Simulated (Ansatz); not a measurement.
**Molecular dynamics of C2H6Si**

input.yaml

```yaml
crystal:
  periodic: [false, false, false]
  atoms:
    - { symbol: C, position_ang: [-0.635072, 0.651892, -0.621866] }
    - { symbol: C, position_ang: [0.532897, -0.263424, -0.222178] }
    - { symbol: Si, position_ang: [1.301758, -0.629175, 1.36646] }
    - { symbol: H, position_ang: [-1.427133, 0.083615, -1.140438] }
    - { symbol: H, position_ang: [-0.271183, 1.417701, -1.33227] }
    - { symbol: H, position_ang: [-1.075197, 1.159649, 0.249639] }
    - { symbol: H, position_ang: [0.949915, -0.764064, -1.119915] }
    - { symbol: H, position_ang: [0.474718, -1.722202, 0.64567] }
    - { symbol: H, position_ang: [0.237797, 0.019708, 2.157799] }
basis:
  gaussian: { orbitals: STO-3G }
hamiltonian:
  xc: b3lyp
md:
  timestep: 0.5
  n_steps: 200
  ensemble: nve
  temperature: 300.0
  initial_velocities: maxwell_boltzmann
  seed: 3532
```

Launched with:

```bash
$ ansatz run input.yaml --threads 1 --pin off --max-ram 2048MiB --backend cpu --events-out ev --progress --plain --runs-dir out
```

It starts at the highest image of a converged band, a first-order saddle point between two minima.

Output, in part (one step line in 4, the closing report, with atoms numbered from 0):

```
md step     0: t =     0.00 fs  T =   300.0 K  F+E_penalty+E_count = -9928.74740691 eV  E_kin = 0.271446 eV  conserved = -9928.47596091 eV  (22 SCF iters)
md step     4: t =     2.00 fs  T =   147.6 K  F+E_penalty+E_count = -9928.60647224 eV  E_kin = 0.133527 eV  conserved = -9928.47294570 eV  (20 SCF iters)
md step     8: t =     4.00 fs  T =   168.8 K  F+E_penalty+E_count = -9928.62700749 eV  E_kin = 0.152732 eV  conserved = -9928.47427577 eV  (21 SCF iters)
md step    12: t =     6.00 fs  T =   171.9 K  F+E_penalty+E_count = -9928.63014322 eV  E_kin = 0.155573 eV  conserved = -9928.47457019 eV  (27 SCF iters)
md step    16: t =     8.00 fs  T =   141.2 K  F+E_penalty+E_count = -9928.60071112 eV  E_kin = 0.127743 eV  conserved = -9928.47296764 eV  (21 SCF iters)
md step    20: t =    10.00 fs  T =   298.6 K  F+E_penalty+E_count = -9928.74529113 eV  E_kin = 0.270139 eV  conserved = -9928.47515169 eV  (27 SCF iters)
md step    24: t =    12.00 fs  T =   339.5 K  F+E_penalty+E_count = -9928.77933118 eV  E_kin = 0.307220 eV  conserved = -9928.47211147 eV  (26 SCF iters)
md step    28: t =    14.00 fs  T =   776.4 K  F+E_penalty+E_count = -9929.17666592 eV  E_kin = 0.702486 eV  conserved = -9928.47417961 eV  (24 SCF iters)
md step    32: t =    16.00 fs  T =  1266.1 K  F+E_penalty+E_count = -9929.62125931 eV  E_kin = 1.145558 eV  conserved = -9928.47570096 eV  (24 SCF iters)
md step    36: t =    18.00 fs  T =  1522.3 K  F+E_penalty+E_count = -9929.85343885 eV  E_kin = 1.377415 eV  conserved = -9928.47602397 eV  (25 SCF iters)
md step    40: t =    20.00 fs  T =  1459.4 K  F+E_penalty+E_count = -9929.79823062 eV  E_kin = 1.320517 eV  conserved = -9928.47771373 eV  (25 SCF iters)
md step    44: t =    22.00 fs  T =   931.3 K  F+E_penalty+E_count = -9929.31545990 eV  E_kin = 0.842644 eV  conserved = -9928.47281599 eV  (26 SCF iters)
md step    48: t =    24.00 fs  T =   897.5 K  F+E_penalty+E_count = -9929.28546335 eV  E_kin = 0.812064 eV  conserved = -9928.47339924 eV  (26 SCF iters)
md step    52: t =    26.00 fs  T =  1373.1 K  F+E_penalty+E_count = -9929.71829951 eV  E_kin = 1.242433 eV  conserved = -9928.47586675 eV  (25 SCF iters)
md step    56: t =    28.00 fs  T =  1746.0 K  F+E_penalty+E_count = -9930.05600857 eV  E_kin = 1.579840 eV  conserved = -9928.47616816 eV  (25 SCF iters)
md step    60: t =    30.00 fs  T =  1735.2 K  F+E_penalty+E_count = -9930.04833656 eV  E_kin = 1.570075 eV  conserved = -9928.47826153 eV  (24 SCF iters)
md step    64: t =    32.00 fs  T =  1156.5 K  F+E_penalty+E_count = -9929.52025097 eV  E_kin = 1.046437 eV  conserved = -9928.47381447 eV  (25 SCF iters)
md step    68: t =    34.00 fs  T =   800.7 K  F+E_penalty+E_count = -9929.19840003 eV  E_kin = 0.724513 eV  conserved = -9928.47388725 eV  (26 SCF iters)
md step    72: t =    36.00 fs  T =   802.4 K  F+E_penalty+E_count = -9929.20144431 eV  E_kin = 0.726034 eV  conserved = -9928.47540995 eV  (25 SCF iters)
md step    76: t =    38.00 fs  T =   785.0 K  F+E_penalty+E_count = -9929.18459468 eV  E_kin = 0.710326 eV  conserved = -9928.47426897 eV  (25 SCF iters)
md step    80: t =    40.00 fs  T =  1028.3 K  F+E_penalty+E_count = -9929.40920090 eV  E_kin = 0.930464 eV  conserved = -9928.47873740 eV  (25 SCF iters)
md step    84: t =    42.00 fs  T =   929.5 K  F+E_penalty+E_count = -9929.31621096 eV  E_kin = 0.840997 eV  conserved = -9928.47521375 eV  (25 SCF iters)
md step    88: t =    44.00 fs  T =   777.0 K  F+E_penalty+E_count = -9929.17662060 eV  E_kin = 0.703026 eV  conserved = -9928.47359442 eV  (25 SCF iters)
md step    92: t =    46.00 fs  T =  1130.0 K  F+E_penalty+E_count = -9929.49771064 eV  E_kin = 1.022403 eV  conserved = -9928.47530716 eV  (25 SCF iters)
md step    96: t =    48.00 fs  T =  1393.4 K  F+E_penalty+E_count = -9929.73925603 eV  E_kin = 1.260781 eV  conserved = -9928.47847456 eV  (25 SCF iters)
md step   100: t =    50.00 fs  T =  1553.3 K  F+E_penalty+E_count = -9929.88135719 eV  E_kin = 1.405460 eV  conserved = -9928.47589676 eV  (24 SCF iters)
md step   104: t =    52.00 fs  T =  1912.2 K  F+E_penalty+E_count = -9930.20879137 eV  E_kin = 1.730237 eV  conserved = -9928.47855472 eV  (24 SCF iters)
md step   108: t =    54.00 fs  T =  1562.6 K  F+E_penalty+E_count = -9929.88898650 eV  E_kin = 1.413911 eV  conserved = -9928.47507570 eV  (25 SCF iters)
md step   112: t =    56.00 fs  T =  1379.6 K  F+E_penalty+E_count = -9929.72196308 eV  E_kin = 1.248280 eV  conserved = -9928.47368341 eV  (25 SCF iters)
md step   116: t =    58.00 fs  T =  1448.1 K  F+E_penalty+E_count = -9929.79077969 eV  E_kin = 1.310267 eV  conserved = -9928.48051248 eV  (25 SCF iters)
md step   120: t =    60.00 fs  T =   970.9 K  F+E_penalty+E_count = -9929.34909804 eV  E_kin = 0.878469 eV  conserved = -9928.47062906 eV  (23 SCF iters)
md step   124: t =    62.00 fs  T =  1232.8 K  F+E_penalty+E_count = -9929.59412369 eV  E_kin = 1.115445 eV  conserved = -9928.47867893 eV  (24 SCF iters)
md step   128: t =    64.00 fs  T =  1002.3 K  F+E_penalty+E_count = -9929.38159938 eV  E_kin = 0.906916 eV  conserved = -9928.47468388 eV  (23 SCF iters)
md step   132: t =    66.00 fs  T =   885.0 K  F+E_penalty+E_count = -9929.27386628 eV  E_kin = 0.800780 eV  conserved = -9928.47308611 eV  (24 SCF iters)
md step   136: t =    68.00 fs  T =  1175.5 K  F+E_penalty+E_count = -9929.54248233 eV  E_kin = 1.063645 eV  conserved = -9928.47883778 eV  (24 SCF iters)
md step   140: t =    70.00 fs  T =   796.7 K  F+E_penalty+E_count = -9929.19526309 eV  E_kin = 0.720908 eV  conserved = -9928.47435481 eV  (23 SCF iters)
md step   144: t =    72.00 fs  T =   791.0 K  F+E_penalty+E_count = -9929.19121080 eV  E_kin = 0.715703 eV  conserved = -9928.47550815 eV  (25 SCF iters)
md step   148: t =    74.00 fs  T =  1005.8 K  F+E_penalty+E_count = -9929.38675248 eV  E_kin = 0.910096 eV  conserved = -9928.47665619 eV  (23 SCF iters)
md step   152: t =    76.00 fs  T =  1039.1 K  F+E_penalty+E_count = -9929.41288086 eV  E_kin = 0.940179 eV  conserved = -9928.47270192 eV  (24 SCF iters)
md step   156: t =    78.00 fs  T =  1635.2 K  F+E_penalty+E_count = -9929.95653218 eV  E_kin = 1.479567 eV  conserved = -9928.47696469 eV  (25 SCF iters)
md step   160: t =    80.00 fs  T =  1839.1 K  F+E_penalty+E_count = -9930.14353108 eV  E_kin = 1.664062 eV  conserved = -9928.47946905 eV  (24 SCF iters)
md step   164: t =    82.00 fs  T =  1546.2 K  F+E_penalty+E_count = -9929.87317831 eV  E_kin = 1.399014 eV  conserved = -9928.47416385 eV  (24 SCF iters)
md step   168: t =    84.00 fs  T =  1342.1 K  F+E_penalty+E_count = -9929.69266521 eV  E_kin = 1.214401 eV  conserved = -9928.47826438 eV  (25 SCF iters)
md step   172: t =    86.00 fs  T =   760.1 K  F+E_penalty+E_count = -9929.16029131 eV  E_kin = 0.687747 eV  conserved = -9928.47254480 eV  (26 SCF iters)
md step   176: t =    88.00 fs  T =   873.2 K  F+E_penalty+E_count = -9929.26519311 eV  E_kin = 0.790100 eV  conserved = -9928.47509270 eV  (26 SCF iters)
md step   180: t =    90.00 fs  T =  1109.7 K  F+E_penalty+E_count = -9929.48338863 eV  E_kin = 1.004066 eV  conserved = -9928.47932270 eV  (26 SCF iters)
md step   184: t =    92.00 fs  T =   823.9 K  F+E_penalty+E_count = -9929.21802240 eV  E_kin = 0.745520 eV  conserved = -9928.47250220 eV  (26 SCF iters)
md step   188: t =    94.00 fs  T =   956.2 K  F+E_penalty+E_count = -9929.34316571 eV  E_kin = 0.865209 eV  conserved = -9928.47795708 eV  (24 SCF iters)
md step   192: t =    96.00 fs  T =   897.5 K  F+E_penalty+E_count = -9929.28700478 eV  E_kin = 0.812049 eV  conserved = -9928.47495568 eV  (26 SCF iters)
md step   196: t =    98.00 fs  T =   968.4 K  F+E_penalty+E_count = -9929.35006581 eV  E_kin = 0.876216 eV  conserved = -9928.47384991 eV  (26 SCF iters)
md step   200: t =   100.00 fs  T =  1403.0 K  F+E_penalty+E_count = -9929.74687693 eV  E_kin = 1.269489 eV  conserved = -9928.47738749 eV  (22 SCF iters)
Total energy: -9929.74705135 eV, -364.9114735128 hartree
Atom 0 at    -0.615474     0.688792    -0.600672 Å, force     4.559866     1.159512     3.212782 eV/Å
Atom 1 at     0.294161    -0.606343    -0.280648 Å, force    -1.400359    -0.499424     0.115511 eV/Å
Atom 2 at     1.394380    -0.530426     1.401841 Å, force    -0.901299    -0.404838    -0.902083 eV/Å
Atom 3 at    -0.522068     1.048657    -1.593916 Å, force     0.020838     0.085453    -1.933176 eV/Å
Atom 4 at    -0.002213     1.446835     0.015158 Å, force    -1.597790    -0.184233    -1.042009 eV/Å
Atom 5 at    -1.636046     0.795004    -0.285550 Å, force    -1.042931    -0.824867     0.572434 eV/Å
Atom 6 at     1.143790    -0.626456    -0.978742 Å, force    -0.475575     0.106628    -0.858572 eV/Å
Atom 7 at    -0.366784    -1.497530    -0.532222 Å, force     1.198634     0.436966     0.769491 eV/Å
Atom 8 at     0.302757    -0.077047     2.294136 Å, force    -0.361384     0.124803     0.065623 eV/Å
Dipole moment:     0.087664    -0.018987     0.070189 e Å
```

The run went to its last step. The conserved energy stayed within 0.6 meV per atom of its start (net change -0.16 meV per atom), so the integration is sound. The system heated up, since it started high on the potential surface and ran downhill. A run of 0.1 ps of so small a system gives no equilibrium averages. The orbitals stay closed-shell, which can raise the energy where a bond breaks towards radicals; this wasn't checked here. Limits of this set-up: minimal basis.

The step under study would form Si3–H8 and break C2–H8. These pairs go: Si3–H8 1.55 → 2.79 Å, C2–H8 1.70 → 1.14 Å. In the last frame they stand as before the step (other bonds may differ from the relaxed reactants and products). It ends as one piece, C2H6Si. Pairs count as bonded within 1.25 times the sum of covalent radii (0.12 Å more for H–H).

Last frame:

```xyz
9
Properties=species:S:1:pos:R:3
C -0.616 0.689 -0.601
C 0.294 -0.606 -0.281
Si 1.394 -0.530 1.402
H -0.522 1.049 -1.594
H -0.002 1.447 0.015
H -1.636 0.795 -0.286
H 1.144 -0.626 -0.979
H -0.367 -1.498 -0.532
H 0.303 -0.077 2.294
```

The run took 3.4 min on 1 thread of Arm Neoverse V2, on a shared host, peak memory 0.09 GiB.
